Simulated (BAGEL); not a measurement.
# SiH2OF (SMILES O[SiH]F): a first try and a second

Aim: a single-point energy of SiH2OF at CASCI(6 orbitals)/aug-cc-pVDZ (density fitting with cc-pvtz-jkfit, 4 roots).

The calculation is run with BAGEL 1.2.2.

6 further runs of the same task are left out: 6 set aside as unsound or not needed.

### 1 The structure to begin with

SiH2OF: 5 atoms, total charge 0, spin state doublet. As SMILES, `O[SiH]F`. The coordinates come from a PBE0-D4/def2-TZVP relaxation. This is one conformer, not always the lowest.

Bond lengths: O1–Si2 1.636 Å, Si2–F3 1.603 Å, O1–H4 0.959 Å, Si2–H5 1.490 Å. Angles: O1–Si2–F3 110.5°, O1–Si2–H5 105.3°, F3–Si2–H5 107.6°, Si2–O1–H4 119.2°.

### 2 First attempt

The input, casci.json:

```json
{ "bagel" : [

{
  "title" : "molecule",
  "basis" : "aug-cc-pvdz.json",
  "df_basis" : "cc-pvtz-jkfit",
  "angstrom" : false,
  "geometry" : [
    { "atom" : "O", "xyz" : [ -1.16255951, -1.67165173, -0.52213133 ] },
    { "atom" : "Si", "xyz" : [  0.53649325,  0.46430571,  0.93182395 ] },
    { "atom" : "F", "xyz" : [  0.39117331,  3.11143406, -0.53498147 ] },
    { "atom" : "H", "xyz" : [ -2.95647652, -1.44582946, -0.63872743 ] },
    { "atom" : "Hh", "xyz" : [  3.19136948, -0.45844756,  0.76420524 ] }
  ]
},
{ "title" : "hf", "charge" : 1 },
{ "title" : "fci", "nstate" : 4, "ncore" : 14, "nspin" : 1, "norb" : 6 }

]}
```

Started as:

```
$ BAGEL_NUM_THREADS=1 BAGEL casci.json > casci.out
```

Log:

```text
* using 1 threads per process

  ===============================================================
  ===============================================================

  ERROR: EXCEPTION RAISED:  Unknown Atom number in a basis set file. Requested: hh
```

Run time: 0.16 s. Hardware: 1 thread of Arm Neoverse V1, shared host.

### 3 What went wrong

The input was rejected.

The log says `ERROR: EXCEPTION RAISED:  Unknown Atom number in a basis set file. Requested: hh`. What is wrong: the input names an element that the program doesn't know.

### 4 Second attempt

The input, job.json:

```json
{ "bagel": [

{
  "title": "molecule",
  "basis": "aug-cc-pvdz.json",
  "df_basis": "cc-pvtz-jkfit",
  "geometry": [
    { "atom": "O", "xyz": [ -1.16255951, -1.67165173, -0.52213133 ] },
    { "atom": "Si", "xyz": [  0.53649325,  0.46430571,  0.93182395 ] },
    { "atom": "F", "xyz": [  0.39117331,  3.11143406, -0.53498147 ] },
    { "atom": "H", "xyz": [ -2.95647652, -1.44582946, -0.63872743 ] },
    { "atom": "H", "xyz": [  3.19136948, -0.45844756,  0.76420524 ] }
  ]
},
{ "title": "hf", "charge": 1 },
{ "title": "fci", "nstate": 4, "ncore": 14, "nspin": 1, "norb": 6 }

]}
```

The basis set aug-cc-pVDZ is read from a file made from the Basis Set Exchange's data (not shown).

Started as:

```
$ BAGEL_NUM_THREADS=1 BAGEL job.json > job.out
```

Log:

```text
* using 1 threads per process

  ===============================================================
  ===============================================================

  *** Geometry ***

  { "atom" : "O", "xyz" : [     -1.162560,     -1.671652,     -0.522131 ] },
  { "atom" : "Si", "xyz" : [      0.536493,      0.464306,      0.931824 ] },
  { "atom" : "F", "xyz" : [      0.391173,      3.111434,     -0.534981 ] },
  { "atom" : "H", "xyz" : [     -2.956477,     -1.445829,     -0.638727 ] },
  { "atom" : "H", "xyz" : [      3.191369,     -0.458448,      0.764205 ] },

  Number of auxiliary basis functions:      339

  Since a DF basis is specified, we compute 2- and 3-index integrals:
    o Being stored without compression. Storage requirement is 0.022 GB

  Number of basis functions:       91
  Number of electrons      :       33

    * METHOD: MOLECULE                             0.11

[... 13 lines left out ...]
    * SCF iteration converged.
[... 1 line left out ...]
    * Permanent dipole moment:
[... 22 lines left out ...]
 Space is made up of 4 determinants.
  o forming links

     guess   0:   closed 11....               open ..1...
     guess   1:   closed 11....               open ...1..
     guess   2:   closed 11....               open ....1.
     guess   3:   closed 11....               open .....1

  === FCI iteration ===

      0  0      -464.45242891     2.56e-03      0.00
      0  1      -464.27590919     2.81e-03      0.00
      0  2      -464.26435184     2.71e-03      0.00
[... 55 lines of this table left out ...]
     11  3 *    -464.25542497     3.13e-11      0.00

     * ci vector, state   0, <S^2> = 0.7500
       22a...    -0.9964153654

     * ci vector, state   1, <S^2> = 0.7500
       22.a..     0.9966923009

     * ci vector, state   2, <S^2> = 0.7500
       22..a.    -0.9970601554

     * ci vector, state   3, <S^2> = 0.7500
       22...a    -0.9975789367

    * METHOD: FCI                                  0.05

  ===============================================================
```

It took 0.89 s on 1 thread of Arm Neoverse V1, shared host.

The roots found:

| excited state | energy (eV) |
| --- | --- |
| 1 | 4.803 |
| 2 | 5.125 |
| 3 | 5.455 |

### 5 Outcome

Level: CASCI(6 orbitals)/aug-cc-pVDZ (density fitting with cc-pvtz-jkfit, 4 roots).

| quantity | value |
| --- | --- |
| energy of the lowest of 4 roots | -464.45589 Eh |
| lowest excitation energy | 4.80 eV |
